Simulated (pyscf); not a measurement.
A first-order saddle from PySCF, ωB97X-D3(BJ)/def2-SVP:

```xyz
6

C     -0.3844     0.5641     0.4969
C      0.5491     1.1565    -0.0648
H     -0.6478    -0.7649     0.3982
H      1.3089     1.7996    -0.4861
F      0.0042    -1.5082    -0.2497
H      0.4703    -0.2788    -0.3229
```

Surface: singlet, charge 0. Lowest wavenumbers (cm⁻¹): 1959i, 359, 640, 663, 737.

Task: Which two sides does it connect, and which bonds change?

Result: HC≡CH + HF <-> :C=CH₂ [singlet] + HF, a concerted two-bond exchange read from left to right: C–H, F–H broken and C–H, F–H formed. At CCSD(T)/def2-TZVPP + ΔMP2(QZVPP) it lies +64.8 kcal/mol from the left side and +20.0 kcal/mol from the right (each side as separated species at their lowest minima found). On the reactant side the descent ends in a complex, 5.3 kcal/mol under the separated species and 66.3 kcal/mol under the saddle at ωB97X-D3(BJ)/def2-TZVP. On the product side the descent ends in a complex, 5.8 kcal/mol under the separated species and 25.1 kcal/mol under the saddle at ωB97X-D3(BJ)/def2-TZVP. At ωB97X-D3(BJ) the barrier from the zero used here is 60.9 kcal/mol. The same reactants have a lower exit, to H₂C=CH–F (barrier +45.4 kcal/mol at ωB97M-D3(BJ), against +59.8 kcal/mol here). One saddle was located; it need not be the lowest between these sides. The CCSD(T) − MP2 part came from Ansatz, without density fitting, on the same reference.
